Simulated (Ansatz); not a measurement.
```yaml
crystal:
  periodic: [false, false, false]
  atoms:
    - {symbol: C, position_ang: [0.537606, -0.255850, -0.777451]}
    - {symbol: C, position_ang: [-0.087976, -1.196585, -0.244273]}
    - {symbol: N, position_ang: [-0.863883, -0.880177, 0.614638]}
    - {symbol: C, position_ang: [-0.945237, 0.585850, 1.145928]}
    - {symbol: N, position_ang: [-0.162839, 1.449892, 0.492341]}
    - {symbol: C, position_ang: [0.663251, 0.965525, -0.334465]}
    - {symbol: H, position_ang: [1.473503, -0.637702, -1.556218]}
    - {symbol: H, position_ang: [-0.122961, -2.467725, -0.493076]}
    - {symbol: H, position_ang: [-1.514394, 0.895029, 1.966419]}
    - {symbol: H, position_ang: [1.299462, 1.696493, -0.672509]}
basis:
  gaussian: {orbitals: def2-SVPD, final_grid: {core_spheres: 1, valence_spheres: 1, degree: 3}}
magnetization: {spin_polarized: true, initial_magnetization: 0}
hamiltonian: {xc: {name: r2SCAN}}
```

```sh
$ ansatz run in.yaml --threads 4 --pin off --events-out ev --progress --plain --max-ram 10444MiB
```

Output, abridged:

```
Functional definition: r2SCAN
1282 factors; their error is unknown
mean field evaluation 1: about -7169.8472 eV, gradient 4.4e1 eV
mean field evaluation 2: about -7151.1192 eV, gradient 7.4e1 eV
mean field evaluation 4: about -7178.8905 eV, gradient 8.5e0 eV
mean field evaluation 8: about -7179.2709 eV, gradient 1.1e-1 eV
mean field evaluation 32: about -7407.2081 eV, gradient 3.3e0 eV
mean field evaluation 64: about -7409.9115 eV, gradient 1.4e0 eV
mean field evaluation 160: about -7409.1052 eV, gradient 4.3e-1 eV
a density is far from that of the atoms, so the factors are made again for it
2096 factors; integrals over basis functions are off by at most 2.9e-4 eV
mean field evaluation 352: about -7407.7993 eV, gradient 5.0e-2 eV
mean field -7407.79936052 eV, -272.2316053122 hartree, gradient 2.6e-5 eV, S^2 1.742457; 11 other end points of the search recorded, 0 dependent functions left out
reference -7407.79936989 eV, -272.2316056567 hartree; 21, 21 occupied and 131, 131 virtual orbitals, 2096 factors
Total energy: -7407.79936989 eV, -272.2316056567 hartree
```

What is wrong with this run?

The integration grid is far too coarse. The run converged. The result belongs to that input, not to the molecule as meant.
